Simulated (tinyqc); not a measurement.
RKS/BLYP in the sto-3g basis, for LiH, spin multiplicity 1, step by step (part 1 of 2). Computed by tinyqc, a small Python program that keeps every step (integrals from PySCF). Settings: charge = 0, multiplicity = 1, basis = sto-3g, energy threshold = 1e-08, iteration cap = 77, orthogonalisation = canonical, start = Wolfsberg-Helmholz matrix, DIIS depth = 3, damping = 0.7, method = RKS, functional = blyp, grid = [15, 14]. Command: `OMP_NUM_THREADS=1 python tinyqc.py 24051 24052 out.jsonl` (the two numbers bound the seeds that draw the settings). One thread of a shared host (Intel(R) Xeon(R) Processor @ 2.60GHz), about 0.5 s of CPU time with the checks. Later iterations appear only in the table of the cycle.

## One-electron integrals

Geometry (angstrom):
```
atom         x         y         z
Li    0.000000  0.000000  0.000000
H     0.000000  0.000000  1.820000
```

Basis sto-3g: exponents (1/bohr^2) and contraction coefficients of normalised primitives:
```
element  l (shell)   exponent  coefficient
Li           s (1)  16.119575     0.154329
Li           s (1)   2.936201     0.535328
Li           s (1)   0.794651     0.444635
Li           s (2)   0.636290    -0.099967
Li           s (2)   0.147860     0.399513
Li           s (2)   0.048089     0.700115
Li           p (3)   0.636290     0.155916
Li           p (3)   0.147860     0.607684
Li           p (3)   0.048089     0.391957
H            s (1)   3.425251     0.154329
H            s (1)   0.623914     0.535328
H            s (1)   0.168855     0.444635
```

Overlap, kinetic and nuclear-attraction integrals over the contracted functions; the nuclear repulsion is the sum of Za Zb / Rab.

nuclear repulsion = 0.87227013 hartree

overlap S, order 1Li 1s, 1Li 2s, 1Li 2px, 1Li 2py, 1Li 2pz, 2H 1s:
$$\begin{pmatrix}
1.000000 & 0.241137 & 0.000000 & 0.000000 & 0.000000 & 0.041347 \\
0.241137 & 1.000000 & 0.000000 & 0.000000 & 0.000000 & 0.341018 \\
0.000000 & 0.000000 & 1.000000 & 0.000000 & 0.000000 & 0.000000 \\
0.000000 & 0.000000 & 0.000000 & 1.000000 & 0.000000 & 0.000000 \\
0.000000 & 0.000000 & 0.000000 & 0.000000 & 1.000000 & 0.465890 \\
0.041347 & 0.341018 & 0.000000 & 0.000000 & 0.465890 & 1.000000
\end{pmatrix}$$

kinetic energy T (hartree), order 1Li 1s, 1Li 2s, 1Li 2px, 1Li 2py, 1Li 2pz, 2H 1s:
$$\begin{pmatrix}
3.576786 & -0.020237 & 0.000000 & 0.000000 & 0.000000 & -0.011809 \\
-0.020237 & 0.102163 & 0.000000 & 0.000000 & 0.000000 & 0.028574 \\
0.000000 & 0.000000 & 0.319682 & 0.000000 & 0.000000 & 0.000000 \\
0.000000 & 0.000000 & 0.000000 & 0.319682 & 0.000000 & 0.000000 \\
0.000000 & 0.000000 & 0.000000 & 0.000000 & 0.319682 & 0.096160 \\
-0.011809 & 0.028574 & 0.000000 & 0.000000 & 0.096160 & 0.760032
\end{pmatrix}$$

nuclear attraction V (hartree), order 1Li 1s, 1Li 2s, 1Li 2px, 1Li 2py, 1Li 2pz, 2H 1s:
$$\begin{pmatrix}
-8.273638 & -1.034455 & 0.000000 & 0.000000 & -0.012447 & -0.174310 \\
-1.034455 & -1.474501 & 0.000000 & 0.000000 & -0.109491 & -0.594012 \\
0.000000 & 0.000000 & -1.435901 & 0.000000 & 0.000000 & 0.000000 \\
0.000000 & 0.000000 & 0.000000 & -1.435901 & 0.000000 & 0.000000 \\
-0.012447 & -0.109491 & 0.000000 & 0.000000 & -1.522850 & -0.821070 \\
-0.174310 & -0.594012 & 0.000000 & 0.000000 & -0.821070 & -2.098068
\end{pmatrix}$$

core Hamiltonian H = T + V (hartree), order 1Li 1s, 1Li 2s, 1Li 2px, 1Li 2py, 1Li 2pz, 2H 1s:
$$\begin{pmatrix}
-4.696852 & -1.054692 & 0.000000 & 0.000000 & -0.012447 & -0.186119 \\
-1.054692 & -1.372338 & 0.000000 & 0.000000 & -0.109491 & -0.565438 \\
0.000000 & 0.000000 & -1.116219 & 0.000000 & 0.000000 & 0.000000 \\
0.000000 & 0.000000 & 0.000000 & -1.116219 & 0.000000 & 0.000000 \\
-0.012447 & -0.109491 & 0.000000 & 0.000000 & -1.203168 & -0.724910 \\
-0.186119 & -0.565438 & 0.000000 & 0.000000 & -0.724910 & -1.338036
\end{pmatrix}$$

## Two-electron integrals

Functions are numbered as in S; the eight-fold symmetry (ij|kl) = (ji|kl) = (kl|ij) leaves the list below.

Two-electron integrals (ij|kl) in chemists' order, unique and non-zero (hartree):
```
(11|11) 1.680395   (21|11) 0.265420   (21|21) 0.049941   (22|11) 0.397727
(22|21) 0.092860   (22|22) 0.290562   (31|31) 0.008981   (32|31) 0.013788
(32|32) 0.064184   (33|11) 0.396640   (33|21) 0.092880   (33|22) 0.290497
(33|33) 0.312946   (41|41) 0.008981   (42|41) 0.013788   (42|42) 0.064184
(43|43) 0.016869   (44|11) 0.396640   (44|21) 0.092880   (44|22) 0.290497
(44|33) 0.279207   (44|44) 0.312946   (51|51) 0.008981   (52|51) 0.013788
(52|52) 0.064184   (53|53) 0.016869   (54|54) 0.016869   (55|11) 0.396640
(55|21) 0.092880   (55|22) 0.290497   (55|33) 0.279207   (55|44) 0.279207
(55|55) 0.312946   (61|11) 0.043969   (61|21) 0.008325   (61|22) 0.015810
(61|33) 0.015626   (61|44) 0.015626   (61|51) 0.001003   (61|52) 0.001956
(61|55) 0.016185   (61|61) 0.001521   (62|11) 0.118783   (62|21) 0.028142
(62|22) 0.095093   (62|33) 0.089962   (62|44) 0.089962   (62|51) 0.004514
(62|52) 0.028927   (62|55) 0.105263   (62|61) 0.005630   (62|62) 0.054162
(63|31) 0.002082   (63|32) 0.010120   (63|53) 0.004283   (63|63) 0.003552
(64|41) 0.002082   (64|42) 0.010120   (64|54) 0.004283   (64|64) 0.003552
(65|11) 0.151895   (65|21) 0.036318   (65|22) 0.127024   (65|33) 0.118333
(65|44) 0.118333   (65|51) 0.006974   (65|52) 0.044399   (65|55) 0.144269
(65|61) 0.007511   (65|62) 0.078741   (65|65) 0.115752   (66|11) 0.290342
(66|21) 0.069873   (66|22) 0.260538   (66|33) 0.237693   (66|44) 0.237693
(66|51) 0.012130   (66|52) 0.097814   (66|55) 0.306042   (66|61) 0.014435
(66|62) 0.188259   (66|65) 0.283363   (66|66) 0.774606
```

## Orthogonalisation

S = U s U^T; canonical form X = U s^(-1/2), so that X^T S X = 1. Each column of U has its largest component positive (the first on a tie).

eigenvalues of S: [0.412591, 0.801244, 1.000000, 1.000000, 1.177647, 1.608518]

X, order 1Li 1s, 1Li 2s, 1Li 2px, 1Li 2py, 1Li 2pz, 2H 1s:
$$\begin{pmatrix}
0.216459 & 0.785628 & 0.000000 & 0.000000 & 0.605725 & 0.183307 \\
-0.711064 & -0.613621 & 0.000000 & 0.000000 & 0.477071 & 0.371226 \\
0.000000 & 0.000000 & -0.526761 & 0.850014 & 0.000000 & 0.000000 \\
0.000000 & 0.000000 & 0.850014 & 0.526761 & 0.000000 & 0.000000 \\
-0.850043 & 0.463851 & 0.000000 & 0.000000 & -0.471514 & 0.407922 \\
1.071761 & -0.197886 & 0.000000 & 0.000000 & -0.179792 & 0.532804
\end{pmatrix}$$

Within a degenerate level the vectors are fixed only up to a rotation; this is one choice.

## Starting guess

The start is the generalised Wolfsberg-Helmholz matrix (K = 1.75) built on H; D = 2 C_occ C_occ^T.

D at the start, order 1Li 1s, 1Li 2s, 1Li 2px, 1Li 2py, 1Li 2pz, 2H 1s:
$$\begin{pmatrix}
1.977827 & 0.030300 & 0.000000 & 0.000000 & -0.089806 & -0.142448 \\
0.030300 & 0.146041 & 0.000000 & 0.000000 & 0.228500 & 0.332691 \\
0.000000 & 0.000000 & 0.000000 & 0.000000 & 0.000000 & 0.000000 \\
0.000000 & 0.000000 & 0.000000 & 0.000000 & 0.000000 & 0.000000 \\
-0.089806 & 0.228500 & 0.000000 & 0.000000 & 0.367070 & 0.535259 \\
-0.142448 & 0.332691 & 0.000000 & 0.000000 & 0.535259 & 0.780578
\end{pmatrix}$$

## Iteration 1: exchange-correlation on the grid

Becke grid with 15 radial and 14 angular points per atom, points of zero weight dropped. rho = sum D_ij phi_i phi_j; V_xc,ij = sum w v_xc phi_i phi_j plus the gradient terms; v_xc is d(rho eps)/d rho at fixed gradient.

The 12 grid points with the largest w rho, of 411 (bohr, atomic units):
```
x                  y          z         w       rho  |grad rho|^2     eps_xc       v_xc
0.000000    0.000000   2.630335  0.767875  0.111798      0.037105  -0.412962  -0.496454
0.000000    0.000000   1.800000  1.820577  0.041449      0.001070  -0.291681  -0.368292
-0.231616   0.231616  -0.231616  0.038824  1.385427     55.797602  -0.963728  -1.083229
0.231616   -0.231616  -0.231616  0.038824  1.385427     55.797602  -0.963728  -1.083229
0.231616    0.231616  -0.231616  0.038824  1.385427     55.797602  -0.963728  -1.083229
-0.231616  -0.231616  -0.231616  0.038824  1.385427     55.797602  -0.963728  -1.083229
-0.231616  -0.231616   0.231616  0.038824  1.374430     55.511221  -0.962409  -1.080034
0.231616    0.231616   0.231616  0.038824  1.374430     55.511221  -0.962409  -1.080034
0.231616   -0.231616   0.231616  0.038824  1.374430     55.511221  -0.962409  -1.080034
-0.231616   0.231616   0.231616  0.038824  1.374430     55.511221  -0.962409  -1.080034
0.414343    0.414343  -0.414343  0.185240  0.270870      2.134502  -0.627163  -0.647419
0.414343   -0.414343  -0.414343  0.185240  0.270870      2.134502  -0.627163  -0.647419
```

electrons on the grid, sum of w rho = 3.976938

E_xc = sum of w rho eps_xc = -2.26438561 hartree

V_xc (hartree), order 1Li 1s, 1Li 2s, 1Li 2px, 1Li 2py, 1Li 2pz, 2H 1s:
$$\begin{pmatrix}
-1.093329 & -0.142274 & 0.000000 & 0.000000 & -0.002287 & -0.024448 \\
-0.142274 & -0.168634 & 0.000000 & 0.000000 & -0.047026 & -0.107843 \\
0.000000 & 0.000000 & -0.149072 & 0.000000 & 0.000000 & 0.000000 \\
0.000000 & 0.000000 & 0.000000 & -0.149072 & 0.000000 & 0.000000 \\
-0.002287 & -0.047026 & 0.000000 & 0.000000 & -0.203388 & -0.158912 \\
-0.024448 & -0.107843 & 0.000000 & 0.000000 & -0.158912 & -0.465311
\end{pmatrix}$$

## Iteration 1: building the Kohn-Sham matrix

J_ij = sum D_kl (ij|kl); F = H + J + V_xc; E = tr D H + tr D J / 2 + E_xc + E_nn.

Coulomb J (hartree), order 1Li 1s, 1Li 2s, 1Li 2px, 1Li 2py, 1Li 2pz, 2H 1s:
$$\begin{pmatrix}
3.999045 & 0.685411 & 0.000000 & 0.000000 & 0.024340 & 0.119053 \\
0.685411 & 1.339449 & 0.000000 & 0.000000 & 0.169427 & 0.567252 \\
0.000000 & 0.000000 & 1.302649 & 0.000000 & 0.000000 & 0.000000 \\
0.000000 & 0.000000 & 0.000000 & 1.302649 & 0.000000 & 0.000000 \\
0.024340 & 0.169427 & 0.000000 & 0.000000 & 1.406171 & 0.788523 \\
0.119053 & 0.567252 & 0.000000 & 0.000000 & 0.788523 & 1.800528
\end{pmatrix}$$

Kohn-Sham matrix F (hartree), order 1Li 1s, 1Li 2s, 1Li 2px, 1Li 2py, 1Li 2pz, 2H 1s:
$$\begin{pmatrix}
-1.791136 & -0.511556 & 0.000000 & 0.000000 & 0.009606 & -0.091514 \\
-0.511556 & -0.201522 & 0.000000 & 0.000000 & 0.012910 & -0.106029 \\
0.000000 & 0.000000 & 0.037358 & 0.000000 & 0.000000 & 0.000000 \\
0.000000 & 0.000000 & 0.000000 & 0.037358 & 0.000000 & 0.000000 \\
0.009606 & 0.012910 & 0.000000 & 0.000000 & -0.000385 & -0.095299 \\
-0.091514 & -0.106029 & 0.000000 & 0.000000 & -0.095299 & -0.002818
\end{pmatrix}$$

total energy of this density = -7.91468826 hartree

This density is the starting one.

## Iteration 1: diagonalisation and new density

Diagonalise F' = X^T F X, C = X C', fill 2 alpha and 2 beta electrons from the bottom; D = 2 C_occ C_occ^T; the new density keeps 0.7 of the old one (damping). Each column has its largest component positive (the first on a tie).

F' = X^T F X (hartree):
$$\begin{pmatrix}
0.273004 & -0.122762 & 0.000000 & 0.000000 & -0.095444 & -0.031297 \\
-0.122762 & -0.668511 & 0.000000 & 0.000000 & -0.767976 & -0.308972 \\
0.000000 & 0.000000 & 0.037358 & 0.000000 & 0.000000 & 0.000000 \\
0.000000 & 0.000000 & 0.000000 & 0.037358 & 0.000000 & 0.000000 \\
-0.095444 & -0.767976 & 0.000000 & 0.000000 & -0.988201 & -0.407653 \\
-0.031297 & -0.308972 & 0.000000 & 0.000000 & -0.407653 & -0.254339
\end{pmatrix}$$

orbital energies (hartree): MO1 -1.795090, MO2 -0.091869, MO3 -0.039989, MO4 0.037358, MO5 0.037358, MO6 0.288901

coefficients C, order 1Li 1s, 1Li 2s, 1Li 2px, 1Li 2py, 1Li 2pz, 2H 1s:
$$\begin{pmatrix}
0.987011 & -0.219503 & 0.171310 & 0.000000 & 0.000000 & 0.113369 \\
0.049602 & 0.681430 & -0.633442 & 0.000000 & 0.000000 & -0.616029 \\
0.000000 & 0.000000 & 0.000000 & 0.995354 & 0.096281 & 0.000000 \\
0.000000 & 0.000000 & 0.000000 & -0.096281 & 0.995354 & 0.000000 \\
-0.004569 & 0.197733 & 0.695411 & 0.000000 & 0.000000 & -0.896516 \\
-0.002595 & 0.471977 & 0.274020 & 0.000000 & 0.000000 & 1.098262
\end{pmatrix}$$

D after iteration 1, order 1Li 1s, 1Li 2s, 1Li 2px, 1Li 2py, 1Li 2pz, 2H 1s:
$$\begin{pmatrix}
1.997902 & -0.039161 & 0.000000 & 0.000000 & -0.091612 & -0.163411 \\
-0.039161 & 0.382313 & 0.000000 & 0.000000 & 0.240659 & 0.425778 \\
0.000000 & 0.000000 & 0.000000 & 0.000000 & 0.000000 & 0.000000 \\
0.000000 & 0.000000 & 0.000000 & 0.000000 & 0.000000 & 0.000000 \\
-0.091612 & 0.240659 & 0.000000 & 0.000000 & 0.280420 & 0.430683 \\
-0.163411 & 0.425778 & 0.000000 & 0.000000 & 0.430683 & 0.680066
\end{pmatrix}$$

Within a degenerate level the vectors are fixed only up to a rotation; this is one choice.

## Iteration 2: exchange-correlation on the grid

As before.

The 12 grid points with the largest w rho, of 411 (bohr, atomic units):
```
x                  y          z         w       rho  |grad rho|^2     eps_xc       v_xc
0.000000    0.000000   2.630335  0.767875  0.100975      0.028600  -0.399858  -0.480630
0.000000    0.000000   1.800000  1.820577  0.038771      0.000889  -0.285445  -0.360580
0.231616    0.231616  -0.231616  0.038824  1.392095     56.614201  -0.965354  -1.084827
-0.231616   0.231616  -0.231616  0.038824  1.392095     56.614201  -0.965354  -1.084827
0.231616   -0.231616  -0.231616  0.038824  1.392095     56.614201  -0.965354  -1.084827
-0.231616  -0.231616  -0.231616  0.038824  1.392095     56.614201  -0.965354  -1.084827
0.231616   -0.231616   0.231616  0.038824  1.380594     56.321730  -0.963994  -1.081491
-0.231616   0.231616   0.231616  0.038824  1.380594     56.321730  -0.963994  -1.081491
0.231616    0.231616   0.231616  0.038824  1.380594     56.321730  -0.963994  -1.081491
-0.231616  -0.231616   0.231616  0.038824  1.380594     56.321730  -0.963994  -1.081491
-0.414343   0.414343  -0.414343  0.185240  0.270637      2.149532  -0.627639  -0.647435
0.414343    0.414343  -0.414343  0.185240  0.270637      2.149532  -0.627639  -0.647435
```

electrons on the grid, sum of w rho = 3.980890

E_xc = sum of w rho eps_xc = -2.23077517 hartree

V_xc (hartree), order 1Li 1s, 1Li 2s, 1Li 2px, 1Li 2py, 1Li 2pz, 2H 1s:
$$\begin{pmatrix}
-1.094910 & -0.142971 & 0.000000 & 0.000000 & -0.002080 & -0.024474 \\
-0.142971 & -0.177459 & 0.000000 & 0.000000 & -0.044811 & -0.106230 \\
0.000000 & 0.000000 & -0.161892 & 0.000000 & 0.000000 & 0.000000 \\
0.000000 & 0.000000 & 0.000000 & -0.161892 & 0.000000 & 0.000000 \\
-0.002080 & -0.044811 & 0.000000 & 0.000000 & -0.204104 & -0.155407 \\
-0.024474 & -0.106230 & 0.000000 & 0.000000 & -0.155407 & -0.451645
\end{pmatrix}$$

## Iteration 2: building the Kohn-Sham matrix

As before.

Coulomb J (hartree), order 1Li 1s, 1Li 2s, 1Li 2px, 1Li 2py, 1Li 2pz, 2H 1s:
$$\begin{pmatrix}
4.014828 & 0.687964 & 0.000000 & 0.000000 & 0.022764 & 0.119119 \\
0.687964 & 1.342300 & 0.000000 & 0.000000 & 0.157124 & 0.554218 \\
0.000000 & 0.000000 & 1.309605 & 0.000000 & 0.000000 & 0.000000 \\
0.000000 & 0.000000 & 0.000000 & 1.309605 & 0.000000 & 0.000000 \\
0.022764 & 0.157124 & 0.000000 & 0.000000 & 1.400734 & 0.766746 \\
0.119119 & 0.554218 & 0.000000 & 0.000000 & 0.766746 & 1.731345
\end{pmatrix}$$

Kohn-Sham matrix F (hartree), order 1Li 1s, 1Li 2s, 1Li 2px, 1Li 2py, 1Li 2pz, 2H 1s:
$$\begin{pmatrix}
-1.776934 & -0.509699 & 0.000000 & 0.000000 & 0.008237 & -0.091475 \\
-0.509699 & -0.207497 & 0.000000 & 0.000000 & 0.002822 & -0.117450 \\
0.000000 & 0.000000 & 0.031493 & 0.000000 & 0.000000 & 0.000000 \\
0.000000 & 0.000000 & 0.000000 & 0.031493 & 0.000000 & 0.000000 \\
0.008237 & 0.002822 & 0.000000 & 0.000000 & -0.006539 & -0.113571 \\
-0.091475 & -0.117450 & 0.000000 & 0.000000 & -0.113571 & -0.058336
\end{pmatrix}$$

total energy of this density = -7.91942613 hartree

This density is a damped mixture and is not idempotent.

## Iteration 2: DIIS over 2 matrices

error matrix X^T (FDS - SDF) X:
$$\begin{pmatrix}
0.000000 & 0.002956 & 0.000000 & 0.000000 & 0.000366 & -0.003692 \\
-0.002956 & 0.000000 & 0.000000 & 0.000000 & 0.011696 & 0.022933 \\
0.000000 & 0.000000 & 0.000000 & 0.000000 & 0.000000 & 0.000000 \\
0.000000 & 0.000000 & 0.000000 & 0.000000 & 0.000000 & 0.000000 \\
-0.000366 & -0.011696 & 0.000000 & 0.000000 & 0.000000 & -0.016533 \\
0.003692 & -0.022933 & 0.000000 & 0.000000 & 0.016533 & 0.000000
\end{pmatrix}$$

B (overlaps of the stored error matrices):
$$\begin{pmatrix}
1.0970100e-02 & 2.2428459e-03 \\
2.2428459e-03 & 1.9170902e-03
\end{pmatrix}$$

Minimise |sum c_i e_i|^2 with sum c_i = 1: solve [B -1; -1 0][c; lambda] = [0; -1] with B_ij = tr e_i^T e_j, and take F = sum c_i F_i.

DIIS coefficients: [-0.038774, 1.038774]

extrapolated F (hartree), order 1Li 1s, 1Li 2s, 1Li 2px, 1Li 2py, 1Li 2pz, 2H 1s:
$$\begin{pmatrix}
-1.776383 & -0.509627 & 0.000000 & 0.000000 & 0.008184 & -0.091473 \\
-0.509627 & -0.207728 & 0.000000 & 0.000000 & 0.002430 & -0.117893 \\
0.000000 & 0.000000 & 0.031266 & 0.000000 & 0.000000 & 0.000000 \\
0.000000 & 0.000000 & 0.000000 & 0.031266 & 0.000000 & 0.000000 \\
0.008184 & 0.002430 & 0.000000 & 0.000000 & -0.006777 & -0.114280 \\
-0.091473 & -0.117893 & 0.000000 & 0.000000 & -0.114280 & -0.060489
\end{pmatrix}$$

## Iteration 2: diagonalisation and new density

As before.

F' = X^T F X (hartree):
$$\begin{pmatrix}
0.239642 & -0.117208 & 0.000000 & 0.000000 & -0.082738 & -0.053358 \\
-0.117208 & -0.661716 & 0.000000 & 0.000000 & -0.765398 & -0.298369 \\
0.000000 & 0.000000 & 0.031266 & 0.000000 & 0.000000 & 0.000000 \\
0.000000 & 0.000000 & 0.000000 & 0.031266 & 0.000000 & 0.000000 \\
-0.082738 & -0.765398 & 0.000000 & 0.000000 & -0.982036 & -0.396243 \\
-0.053358 & -0.298369 & 0.000000 & 0.000000 & -0.396243 & -0.288193
\end{pmatrix}$$

orbital energies (hartree): MO1 -1.780530, MO2 -0.125846, MO3 -0.041790, MO4 0.031266, MO5 0.031266, MO6 0.255864

coefficients C, order 1Li 1s, 1Li 2s, 1Li 2px, 1Li 2py, 1Li 2pz, 2H 1s:
$$\begin{pmatrix}
0.986555 & -0.176278 & -0.216088 & 0.000000 & 0.000000 & 0.116244 \\
0.051264 & 0.506969 & 0.780292 & 0.000000 & 0.000000 & -0.615668 \\
0.000000 & 0.000000 & 0.000000 & 0.999365 & -0.035635 & 0.000000 \\
0.000000 & 0.000000 & 0.000000 & 0.035635 & 0.999365 & 0.000000 \\
-0.003449 & 0.273801 & -0.604658 & 0.000000 & 0.000000 & -0.941205 \\
-0.002908 & 0.582046 & -0.221947 & 0.000000 & 0.000000 & 1.056403
\end{pmatrix}$$

D after iteration 2, order 1Li 1s, 1Li 2s, 1Li 2px, 1Li 2py, 1Li 2pz, 2H 1s:
$$\begin{pmatrix}
2.001150 & -0.050688 & 0.000000 & 0.000000 & -0.095129 & -0.177670 \\
-0.050688 & 0.423406 & 0.000000 & 0.000000 & 0.251640 & 0.475003 \\
0.000000 & 0.000000 & 0.000000 & 0.000000 & 0.000000 & 0.000000 \\
0.000000 & 0.000000 & 0.000000 & 0.000000 & 0.000000 & 0.000000 \\
-0.095129 & 0.251640 & 0.000000 & 0.000000 & 0.241282 & 0.397103 \\
-0.177670 & 0.475003 & 0.000000 & 0.000000 & 0.397103 & 0.679318
\end{pmatrix}$$

Within a degenerate level the vectors are fixed only up to a rotation; this is one choice.
